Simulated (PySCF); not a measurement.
Work out the structure from these simulated measurements.

Formula: C2H2ClF3.

* 1H NMR: chemical shifts (computed TMS as zero) by class: 4.94 (2 H) ppm [GIAO PBE0/pcSseg-1]
* Rotational structure: rotational constants A, B, C: 4.571, 1.988, 1.845 GHz [GFN2-xTB]
* 13C NMR: chemical shifts (computed TMS as zero) by class: 138.1 (1 C), 87.4 (1 C) ppm [GIAO PBE0/pcSseg-1]
* Dipole: 1.99 D [PBE0/pcSseg-1]
* NMR, other nuclei: isotropic shieldings of nuclei other than C and H, by class: 249 (2 F), 418 (1 F), 626 (1 Cl) ppm [GIAO PBE0/pcSseg-1]

Electronic properties: PySCF, gas phase, density fitting. Levels stand in brackets. One conformer (not necessarily the lowest) at the GFN2-xTB geometry, without solvent, vibrations or thermal averaging. Each NMR value is the plain mean over a class of atoms that symmetry, rotation or inversion makes alike.

Task: Give a SMILES that accounts for the data.

Result: Numbering: `[F:1][CH2:2][C:3]([F:4])([F:5])[Cl:6]`. Its formula, C2H2ClF3, gives 0 degrees of unsaturation, so no ring and no π bond. 2 carbons fall into 2 classes; from least to most shielded: CF2 carbon [C3] (138.1 ppm), sp3 C–F carbon [C2] (87.4 ppm). All hydrogens form one class (4.94 ppm): methylene hydrogen. The other shieldings belong to: 249 ppm, fluorine of a CF2 group [F4/F5]; 418 ppm, alkyl fluorine [F1]; 626 ppm, chlorine on a fluorinated carbon [Cl6]. The optimised geometry has point group Cs and is an asymmetric top. Structure: `FCC(F)(F)Cl`. The assignments are read from this structure; whether some other isomer fits the data as well wasn't checked.

Conformer computed: `[F:1][CH2:2][C:3]([F:4])([F:5])[Cl:6]`: F1–C2–C3–F4 -60°.
